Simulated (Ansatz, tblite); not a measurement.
# InH2Br: a ladder of methods and basis sets

How do method and basis change the picture of InH2Br (singlet)?

Computed with Ansatz 0.2.0, Gaussian basis. Level: as each input shows.

Levels to be run: GFN1-xTB, GFN2-xTB, PBE-D4/def2-TZVP, r2SCAN-D4/def2-TZVP, ωB97X-V/def2-TZVP, PBE-QIDH/def2-TZVP, ωB97M-V/def2-TZVP, B97M-V/def2-TZVP, r2SCAN0-D4/def2-TZVP, BLYP-D4/def2-TZVP, HF/def2-TZVP, PBE-D4/def2-SVP, PBE0-D4/def2-SVP, PBE0-D4/def2-TZVPD, PBE-D4/def2-TZVPD, r2SCAN-D4/def2-TZVPD, CCSD(T)/def2-TZVPP, MP2/def2-TZVP, RPA/def2-TZVP, CCSD(T)/def2-TZVPD.

### 1 The relaxed structure

The geometry is that of the singlet, from an earlier relaxation (r2SCAN-D4/def2-TZVP).

4 atoms, charge 0, spin multiplicity 1.

Bond lengths: In1–H2 1.702 Å, In1–H3 1.702 Å, In1–Br4 2.488 Å. Angles: H2–In1–H3 135.0°, H2–In1–Br4 112.5°, H3–In1–Br4 112.5°.

In takes a core potential in the def2 sets. No spin-orbit coupling is included.

PBE0-D4/def2-TZVP was run before; its log isn't repeated, and its numbers join the tables.

### 2 GFN1-xTB

Tight binding, by tblite at 300 K electronic temperature and without a spin-polarisation term:

```python
tblite.interface.Calculator('GFN1-xTB', numbers, positions, charge=0, uhf=0).singlepoint()
```

Energy -177.4540 eV, HOMO -10.87 eV, LUMO -5.36 eV; 0.002 s.

### 3 GFN2-xTB

Tight binding, by tblite at 300 K electronic temperature and without a spin-polarisation term:

```python
tblite.interface.Calculator('GFN2-xTB', numbers, positions, charge=0, uhf=0).singlepoint()
```

Energy -172.6895 eV, HOMO -11.54 eV, LUMO -7.86 eV; 0.002 s.

### 4 PBE-D4/def2-TZVP

start.molden holds the orbitals of an earlier run on this state, given as this run's starting guess.

in.yaml

```yaml
crystal:
  periodic: [false, false, false]
  atoms:
    - {symbol: In, position_ang: [0.152231, 0.254470, -0.001524]}
    - {symbol: H, position_ang: [1.836177, 0.005744, 0.011966]}
    - {symbol: H, position_ang: [-0.863690, 1.620200, -0.021236]}
    - {symbol: Br, position_ang: [-1.124718, -1.880405, 0.010794]}
basis:
  gaussian: {orbitals: def2-TZVP, initial_orbitals: start.molden}
hamiltonian: {xc: pbe, dispersion: d4}
scf: {omitted_lower_state_checks: [starts]}
output: {forces: true, orbitals: {seedname: orbitals}}
```

Launch:

```bash
$ ansatz run in.yaml --threads 4 --pin off --events-out ev --progress --plain --max-ram 3916MiB
```

The runs that follow: r2SCAN-D4/def2-TZVP; ωB97X-V/def2-TZVP; PBE-QIDH/def2-TZVP; ωB97M-V/def2-TZVP; B97M-V/def2-TZVP; r2SCAN0-D4/def2-TZVP; BLYP-D4/def2-TZVP; HF/def2-TZVP; PBE-D4/def2-SVP; PBE0-D4/def2-SVP; PBE0-D4/def2-TZVPD; PBE-D4/def2-TZVPD; r2SCAN-D4/def2-TZVPD; CCSD(T)/def2-TZVPP; MP2/def2-TZVP; RPA/def2-TZVP; CCSD(T)/def2-TZVPD.

**Question.** What will the summary of the whole plan be? Wanted: gap in def2-TZVP, named functionals and Hartree-Fock, smallest and largest; correlation energy, CCSD(T)/def2-TZVPP; correlation energy, MP2/def2-TZVP; correlation energy, CCSD(T)/def2-TZVPD; binding an atom, CCSD(T)/def2-TZVPP; PBE0 total energy, smallest basis above largest.

The runs gave:

```
                                                                  quantity                             value
gap in def2-TZVP, named functionals and Hartree-Fock, smallest and largest  3.72 eV (BLYP-D4), 11.04 eV (HF)
                                    correlation energy, CCSD(T)/def2-TZVPP                         -16.09 eV
                                         correlation energy, MP2/def2-TZVP                         -15.12 eV
                                    correlation energy, CCSD(T)/def2-TZVPD                         -15.99 eV
                                       binding an atom, CCSD(T)/def2-TZVPP                          2.040 eV
                           PBE0 total energy, smallest basis above largest    8.80 eV (def2-SVP, def2-TZVPD)
```

In words: Over the named functionals and Hartree-Fock in def2-TZVP the gap runs from 3.72 eV (BLYP-D4) to 11.04 eV (HF); exact exchange widens it. The functionals in def2-TZVP miss CCSD(T)/def2-TZVPP by -0.067 (BLYP-D4) to +0.066 eV (B97M-V) an atom. The reference is CCSD(T) in one finite basis, so it carries an error of its own, often a tenth of an eV or more, and near misses can't be ranked.
